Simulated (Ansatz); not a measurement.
We consider hexagonal BN, described by LDA (PAW; Ansatz, a program for electronic structure).

Rigid layers of the crystal as relaxed at this level are moved apart or together:

```
run   k mesh  layer repeat (Å)  energy against free layers (meV/Å²)  gap on the mesh (eV)
---  -------  ----------------  -----------------------------------  --------------------
1    18×18×6              3.03                                -8.28                 3.930
2    18×18×6              3.18                                -9.88                 4.007
3    18×18×6              3.33                                -9.84                 4.085
4    18×18×6              3.53                                -8.56                 4.213
5    18×18×6              3.83                                -5.93                 4.231
6    18×18×4              4.33                                -2.60                 3.988
7    18×18×4              5.33                                -0.35                 4.018
8    18×18×4              7.33                                 0.00                 4.413
```

The lowest energy of these points lies at a layer repeat of 3.18 Å.

Note: the cell comes from a level without a dispersion term, which matters for the spacing of layers, chains or molecules.
